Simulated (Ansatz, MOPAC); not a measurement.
Reaction (SMILES): F (HF) -> [F-] + H+

Wanted: gas-phase deprotonation energy (enthalpy at 298 K), in kcal/mol. Terms: six Cartesian d functions in 6-31G* and its kin unless marked 5d; valence correlation only; non-relativistic; spin-orbit terms left out. Basis-set limits of correlation are two-point, X^-3; Hartree-Fock from the larger set. First-principles rows: single points at B3LYP-D3(BJ) geometries (Ansatz, a program for electronic structure), with unscaled harmonic terms from B3LYP/6-31G* at its own minima. Semi-empirical rows: MOPAC heats of formation at their own minima for 298 K, the proton's as measured. Anions need diffuse functions, which STO-3G, LANL2DZ, def2-SVP, cc-pVDZ and Pople sets without + lack.

```json
[
 {"species": "F (HF)", "coefficient": "-1", "E at B3LYP/6-31G* (Ansatz), Eh": "-100.42008", "E at wB97X-V/def2-TZVPD (Ansatz), Eh": "-100.45520", "H(298 K) - E, kcal/mol": "7.76", "heat of formation at MNDO (MOPAC), kcal/mol": "-59.74"},
 {"species": "[F-]", "coefficient": "+1", "E at B3LYP/6-31G* (Ansatz), Eh": "-99.75408", "E at wB97X-V/def2-TZVPD (Ansatz), Eh": "-99.85922", "H(298 K) - E, kcal/mol": "1.48", "heat of formation at MNDO (MOPAC), kcal/mol": "-17.13"},
 {"species": "H+", "coefficient": "+1", "E at B3LYP/6-31G* (Ansatz), Eh": "0.00000", "E at wB97X-V/def2-TZVPD (Ansatz), Eh": "0.00000", "H(298 K) - E, kcal/mol": "1.48", "heat of formation at MNDO (MOPAC), kcal/mol": "365.69"}
]
```

Coupled cluster (Ansatz) is a level with limits of its own, used here on species with T1 under 0.025 (0.045 for open shells) and stable references: CCSD(T)/CBS(aug-cc-pVTZ,aug-cc-pVQZ). Value to compare with, CCSD(T)/CBS(aug-cc-pVTZ,aug-cc-pVQZ) (Ansatz): 371.6 kcal/mol. 1 Eh = 627.5095 kcal/mol.

Task: Work the quantity out at each level, and compare with CCSD(T)/CBS(aug-cc-pVTZ,aug-cc-pVQZ) (Ansatz).

Result: 
- B3LYP/6-31G*: the sum of coefficient times E is 0.66600 Eh, or 417.92 kcal/mol; the thermal terms add -4.80. Result: 413.1 kcal/mol. Its difference against CCSD(T)/CBS(aug-cc-pVTZ,aug-cc-pVQZ) (Ansatz) is 41.5 kcal/mol.
- wB97X-V/def2-TZVPD: the sum of coefficient times E is 0.59598 Eh, or 373.98 kcal/mol; the thermal terms add -4.80. Result: 369.2 kcal/mol. Its difference against CCSD(T)/CBS(aug-cc-pVTZ,aug-cc-pVQZ) (Ansatz) is -2.4 kcal/mol.
- MNDO: the sum of coefficient times heat of formation is 408.30 kcal/mol; it needs no thermal term. Its difference against CCSD(T)/CBS(aug-cc-pVTZ,aug-cc-pVQZ) (Ansatz) is 36.7 kcal/mol.
